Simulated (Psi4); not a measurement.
# [S3]−: U-r2SCAN/def2-TZVPD (sweep point 8)

Aim: a single-point energy of [S3]−. Input form: a Python script.

The calculation is run with Psi4 1.11.

7 further runs of the same task are left out: 2 that didn't finish, 5 set aside as unsound or not needed.

### 1 The structure to begin with

[S3]−: 3 atoms, total charge -1, spin state doublet. The coordinates come from a GFN2-xTB relaxation.

Bond lengths: S1–S2 1.985 Å, S2–S3 1.983 Å. Angles: S1–S2–S3 115.4°.

### 2 The energy at U-r2SCAN/def2-TZVPD (sweep point 8)

The input, s3.py:

```python
import psi4

psi4.set_memory(1600000000)
psi4.set_num_threads(1)
psi4.core.set_output_file('s3.out', False)

geom = psi4.geometry("""
-1 2
S     -1.117260     0.295410     1.265730
S      0.397110     0.584890     0.015760
S      0.720140    -0.880310    -1.281490
units angstrom
symmetry c1
""")

psi4.set_options({
    'reference': 'uks',
    'puream': True,
    'scf_type': 'pk',
    'dft_radial_points': 99,
    'dft_spherical_points': 590,
    'maxiter': 150,
})

result = psi4.energy('r2scan/def2-TZVPD')
print(f'total energy {result:.8f} hartree = {result * 27.211386:.5f} eV')
```

Started as:

```sh
python s3.py
```

s3.out:

```text
[...]
  Running in c1 symmetry.
[...]
  Nuclear repulsion =  176.947933625269968
[...]
  Multiplicity = 2
[...]
  Nalpha       = 25
  Nbeta        = 24
[...]
    Number of basis functions: 138
[...]
   @UKS iter   1: -1194.45852695926715   -1.47428e-01   4.96101e-03 DIIS/ADIIS
[...]
   @UKS iter  10: -1194.61974072141538   -1.12232e-07   4.07274e-07 DIIS
[...]
   @S^2 Observed:                7.552713118E-01
[...]
    Orbital Energies [Eh]
    ---------------------
    Alpha Occupied:
       1A    -88.419389     2A    -88.338771     3A    -88.338675
       4A     -7.724042     5A     -7.650621     6A     -7.650504
       7A     -5.668976     8A     -5.666667     9A     -5.664946
      10A     -5.596766    11A     -5.596657    12A     -5.592821
      13A     -5.592703    14A     -5.588479    15A     -5.588360
      16A     -0.606867    17A     -0.478012    18A     -0.352025
      19A     -0.191555    20A     -0.164457    21A     -0.161304
      22A     -0.061109    23A     -0.040669    24A     -0.036547
      25A      0.005395
    Alpha Virtual:
[...]
  @UKS Final Energy: -1194.61974072141538
   => Energetics <=
    Nuclear Repulsion Energy =            176.9479336252699682
    One-Electron Energy =               -2012.8056192589292550
    Two-Electron Energy =                 718.4591061583008695
    DFT Exchange-Correlation Energy =     -77.2211612460570223
    Empirical Dispersion Energy =           0.0000000000000000
    VV10 Nonlocal Energy =                  0.0000000000000000
    Total Energy =                      -1194.6197407214153827
[...]
 Multipole Moments:
 ------------------------------------------------------------------------------------
     Multipole            Electronic (a.u.)      Nuclear  (a.u.)        Total (a.u.)
 ------------------------------------------------------------------------------------
 L = 1.  Multiply by 2.5417464519 to convert [e a0] to [Debye]
 Dipole X            :          0.1618375            0.0000000            0.1618375
 Dipole Y            :          0.3740574            0.0000000            0.3740574
 Dipole Z            :          0.0000000            0.0000000            0.0000000
 Magnitude           :                                                    0.4075663
[...]
```

Standard output:

```text
total energy -1194.61974072 hartree = -32507.25889 eV
```

Wall time 41 s (1 thread of AMD EPYC 7B13 (Zen 3), shared host); peak memory 1 GiB.

### 3 Results

At U-r2SCAN/def2-TZVPD (sweep point 8):

```
                          quantity           value
                      total energy  -1194.61974 Eh
HOMO energy (highest over α and β)         0.15 eV
 LUMO energy (lowest over α and β)         1.18 eV
                              ⟨S²⟩           0.755
```

The HOMO lies at positive energy, 0.15 eV, as semi-local functionals often give for anions; only total energies tell whether the electron is bound.
